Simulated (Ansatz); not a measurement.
## Dissociation curves of SiH3S (SMILES [SiH2]S)

SiH3S has 5 atoms, charge 0, and is taken as a doublet. SMILES: `[SiH2]S`. The coordinates come from a PBE0-D4/def2-TZVP relaxation. This is one conformer, not always the lowest.

```
atom    x (Å)    y (Å)    z (Å)
  Si  -0.0963  -0.6940  -0.3093
   S   0.2731   1.4060  -0.2945
   H  -0.0945  -1.2568   1.0730
   H  -1.4403  -0.8432  -0.9299
   H   1.4078   1.3143   0.4193
```

The S2–H5 distance is scanned; the parts on either side stay rigid. Basis STO-3G, 10 core orbitals frozen in the correlated methods; program Ansatz 0.2.0. FCI is exact within this basis and core. Energies in eV from each method's value at 1.344 Å; open shells run as named. The shape above is that at 1.344 Å.

```json
{"distance (Å)": "1.344", "UHF": "0.00", "UPBE": "0.00", "UB3LYP": "0.00", "U-r2SCAN0": "0.00", "UCCSDT(Q)": "0.00", "FCI": "0.00"}
{"distance (Å)": "1.680", "UHF": "1.47", "UPBE": "0.90", "UB3LYP": "1.00", "U-r2SCAN0": "1.16", "UCCSDT(Q)": "0.94", "FCI": "0.94"}
{"distance (Å)": "2.015", "UHF": "2.95", "UPBE": "2.54", "UB3LYP": "2.77", "U-r2SCAN0": "3.07", "UCCSDT(Q)": "2.43", "FCI": "2.43"}
{"distance (Å)": "2.687", "UHF": "3.42", "UPBE": "4.01", "UB3LYP": "4.20", "U-r2SCAN0": "4.24", "UCCSDT(Q)": "3.44", "FCI": "3.44"}
{"distance (Å)": "3.359", "UHF": "3.41", "UPBE": "4.11", "UB3LYP": "4.31", "U-r2SCAN0": "4.34", "UCCSDT(Q)": "3.43", "FCI": "3.43"}
```

Departure from the FCI curve at its largest: UHF +0.54 eV at 1.68 Å; UPBE +0.68 eV at 3.36 Å; UB3LYP +0.88 eV at 3.36 Å; U-r2SCAN0 +0.91 eV at 3.36 Å; UCCSDT(Q) within 0.005 eV. For the functionals part of the departure is owed to the small basis.
